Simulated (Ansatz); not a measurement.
Energy needed to pull apart AlHSO (SMILES [O]1[AlH][S]1), singlet, into free ground-state atoms, from the structure below (displaced at random from a GFN2-xTB minimum); no zero-point or spin–orbit terms; open-shell atoms are treated unrestricted, in their ground-state multiplicity.

```
4
angstrom
O 0.9895 -0.7804 0.4010
Al -0.0432 0.4120 -0.2472
S -0.7804 -1.3288 0.7982
H -0.0929 1.7317 -0.9852
```

Ansatz 0.2.0; basis: def2-TZVPP; cores frozen in the correlated methods.

```json
{"method": "SPW92", "atomization energy (kJ/mol)": "1341"}
{"method": "PBE-D4", "atomization energy (kJ/mol)": "?"}
{"method": "r2SCAN-D4", "atomization energy (kJ/mol)": "1129"}
{"method": "B97M-V", "atomization energy (kJ/mol)": "1141"}
{"method": "PBE0-D4", "atomization energy (kJ/mol)": "1090"}
{"method": "wB97M-V", "atomization energy (kJ/mol)": "1122"}
{"method": "HF", "atomization energy (kJ/mol)": "621"}
{"method": "MP2", "atomization energy (kJ/mol)": "?"}
{"method": "CCSD", "atomization energy (kJ/mol)": "1023"}
{"method": "CCSD(T)", "atomization energy (kJ/mol)": "1065"}
```

(1) What does PBE-D4 give? (An estimate is asked for; the value comes from the calculation.)

(2) What does MP2 give? (Judge from chemistry; the value comes from the calculation.)

No T1 diagnostic of these runs exceeds 0.019.

## Answers

(1) By the calculation: 1155 kJ/mol, which is about 90 kJ/mol more than CCSD(T)/def2-TZVPP.

(2) By the calculation: 1120 kJ/mol, which is about 55 kJ/mol more than CCSD(T)/def2-TZVPP.

In triple zeta the MP2 and coupled-cluster atomization energies are still short of their basis limit by a few kcal/mol a bond, whereas those of the functionals are nearly converged, so these differences are not deviations from converged CCSD(T).

For scale, one of the runs: CCSD(T)/def2-TZVPP forces, 129 basis functions (an equivalent command: `ansatz run in.yaml --threads 4`). Hardware: 4 CPU threads, shared host. Wall time 18 s; peak host memory 0.99 GiB.
